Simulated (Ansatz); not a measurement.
Process, species as SMILES: CN(C)C + 3 [H][H] (H2) → 3 C (CH4) + N (NH3)
B3LYP-D3(BJ)/def2-TZVP geometries, fixed; electronic energies without zero-point terms.

How fast the energy of full hydrogenation converges with the basis for several methods (Ansatz, an electronic-structure program): deviation from each method's own reference, in kcal/mol. References: B3LYP -74.55 kcal/mol, the value in aug-cc-pVQZ; CCSD(T) -68.88 kcal/mol, Hartree-Fock in cc-pVQZ plus the correlation part extrapolated as X^-3 from cc-pVTZ and cc-pVQZ; HF -79.16 kcal/mol, the value in aug-cc-pVQZ; MP2 -67.68 kcal/mol, Hartree-Fock in aug-cc-pVQZ plus the correlation part extrapolated as X^-3 from aug-cc-pVTZ and aug-cc-pVQZ; PBE -70.23 kcal/mol, the value in aug-cc-pVQZ; r2SCAN -69.88 kcal/mol, the value in aug-cc-pVQZ. All functions are spherical. In correlated methods cores are frozen. No added dispersion term, no relativity. 

```
basis              functions  B3LYP  CCSD(T)     HF    MP2    PBE  r2SCAN
-----------------  ---------  -----  -------  -----  -----  -----  ------
STO-3G                    29  26.79    28.79  19.15  24.55  27.53   25.49
cc-pVDZ                  101   8.18     4.38   1.93   4.07   8.36    5.82
def2-SVPD                152   2.06     0.89   0.58   0.33   1.72    2.06
def2-TZVP                178   2.22     3.84   1.31   3.90   2.32    1.84
def2-TZVPPD              301  -0.22    -0.31  -0.42  -0.33  -0.17   -0.45
6-311++G(3df,3pd)        318   0.29     0.69   0.68   0.52   0.34    0.49
aug-pcseg-2              391  -0.67     0.33  -0.39   0.09  -0.48   -0.77
def2-QZVPP               498  -0.03    -0.20  -0.09  -0.24   0.01   -0.10
```

Mean absolute deviation over def2-TZVP, def2-TZVPPD, 6-311++G(3df,3pd), aug-pcseg-2: HF 0.70, PBE 0.83, B3LYP 0.85, r2SCAN 0.89, MP2 1.21, CCSD(T) 1.29 kcal/mol.
